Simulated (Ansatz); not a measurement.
**[CF3]+ (SMILES F[C+](F)F) at CCSD/def2-SVPD**

What is the vertical electron affinity of [CF3]+ at CCSD/def2-SVPD? 

Program for the calculation: Ansatz 0.2.0.

2 further runs of the same task are left out: 2 set aside as unsound or not needed.

**1. The system as given**

The species is [CF3]+ (4 atoms), meant as a singlet with charge +1. SMILES: `F[C+](F)F`. Geometry: relaxed at PBE0-D4/def2-TZVP.

Bond lengths: F1–C2 1.230 Å, C2–F3 1.230 Å, C2–F4 1.230 Å. Angles: F1–C2–F3 120.0°, F1–C2–F4 120.0°, F3–C2–F4 120.0°.

**2. The energy at CCSD/def2-SVPD**

File in.yaml:

```yaml
crystal:
  periodic: [false, false, false]
  atoms:
    - {symbol: F, position_ang: [0.698600, -0.114600, 1.005400]}
    - {symbol: C, position_ang: [0.000000, 0.000000, -0.000000]}
    - {symbol: F, position_ang: [-0.609500, -0.973400, -0.439400]}
    - {symbol: F, position_ang: [-0.089000, 1.088000, -0.566000]}
basis:
  gaussian: {orbitals: def2-SVPD}
total_charge: 1
correlation: {method: ccsd, frozen_orbitals: {C: 1, F: 1}}
accuracy: high
scf: {omitted_lower_state_checks: [cluster_reference, increment]}
```

Started as:

```sh
$ ansatz run in.yaml --threads 1 --pin off --max-ram 3480MiB --events-out events.jsonl --progress --plain --runs-dir runs
```

The program printed, shortened:

```text
Warning: RAYON_NUM_THREADS=1 ignored (pool sized by the plan → 1); use --threads N
Functional definition: HF
  name "HF"
[...]
1754 factors; integrals over basis functions are off by at most 2.5e-9 eV
[...]
mean field -9130.82132705 eV, -335.5514946760 hartree, gradient 7.3e-8 eV, S^2 0.000000; 0 other end points of the search recorded, 0 dependent functions left out
4 core orbitals not correlated: weight in the atoms' cores, before any rotation towards them, 1.000 or more for the frozen orbitals, at most 0.000 for the correlated occupied ones
reference -9130.82132705 eV, -335.5514946760 hartree; 12, 12 occupied and 73, 73 virtual orbitals, 1754 factors
second order -18.71575245 eV of doubles, -0.00000000 eV of singles
cycle   1  -18.30293825 eV  change    4.1e-1 eV  update   1.1e-1
[...]
cycle  18  -18.86413643 eV  change   7.0e-10 eV  update  6.1e-10
Total energy: -9149.68546348 eV, -336.2447389034 hartree
Checks for a lower state left out: cluster_reference, increment
```

It took 14 s on 1 thread of Arm Neoverse V1, shared host; peak memory 0.55 GiB.

**3. Doublet neutral CF3 at the same level**

File run.yaml:

```yaml
crystal:
  periodic: [false, false, false]
  atoms:
    - {symbol: F, position_ang: [0.698600, -0.114600, 1.005400]}
    - {symbol: C, position_ang: [0.000000, 0.000000, -0.000000]}
    - {symbol: F, position_ang: [-0.609500, -0.973400, -0.439400]}
    - {symbol: F, position_ang: [-0.089000, 1.088000, -0.566000]}
basis:
  gaussian: {orbitals: def2-SVPD}
accuracy: high
magnetization: {spin_polarized: true, initial_magnetization: 1}
correlation: {method: ccsd, frozen_orbitals: {C: 1, F: 1}}
scf: {omitted_lower_state_checks: [cluster_reference, increment]}
```

Started as:

```sh
$ ansatz run run.yaml --threads 1 --pin off --max-ram 3480MiB --events-out events.jsonl --progress --plain --runs-dir runs
```

The program printed, shortened:

```text
Warning: RAYON_NUM_THREADS=1 ignored (pool sized by the plan → 1); use --threads N
Functional definition: HF
  name "HF"
[...]
1754 factors; integrals over basis functions are off by at most 2.5e-9 eV
[...]
mean field -9137.99571355 eV, -335.8151485171 hartree, gradient 8.0e-8 eV, S^2 0.760364; 0 other end points of the search recorded, 0 dependent functions left out
4 core orbitals not correlated: weight in the atoms' cores, before any rotation towards them, 1.000 or more for the frozen orbitals, at most 0.000 for the correlated occupied ones
reference -9137.99571355 eV, -335.8151485171 hartree; 13, 12 occupied and 72, 73 virtual orbitals, 1754 factors
second order -18.37549881 eV of doubles, -0.00000000 eV of singles
cycle   1  -18.29752100 eV  change    7.8e-2 eV  update   9.0e-2
[...]
cycle  22  -18.75779951 eV  change   2.7e-10 eV  update   1.2e-9
Total energy: -9156.75351306 eV, -336.5044849346 hartree
Checks for a lower state left out: cluster_reference, increment
```

Run time: 55 s. Hardware: 1 thread of Arm Neoverse V1, shared host; peak memory 1.1 GiB.

**4. Summary of results**

Level: CCSD/def2-SVPD, 4 core orbitals frozen.

| quantity | value |
| --- | --- |
| singlet [CF3]+: total energy | -336.24474 Eh |
| singlet [CF3]+: correlation energy (4 core orbitals frozen) | -693.2 mEh |
| singlet [CF3]+: T1 diagnostic | 0.017 |
| doublet neutral CF3: total energy | -336.50448 Eh |
| doublet neutral CF3: correlation energy (4 core orbitals frozen) | -689.3 mEh |
| doublet neutral CF3: ⟨S²⟩ of the reference determinant | 0.760 |
| doublet neutral CF3: T1 diagnostic | 0.014 |
| vertical electron affinity (to the doublet neutral) | 7.068 eV |

**Reading.** At fixed nuclei the extra electron is bound by 7.07 eV (163 kcal/mol).
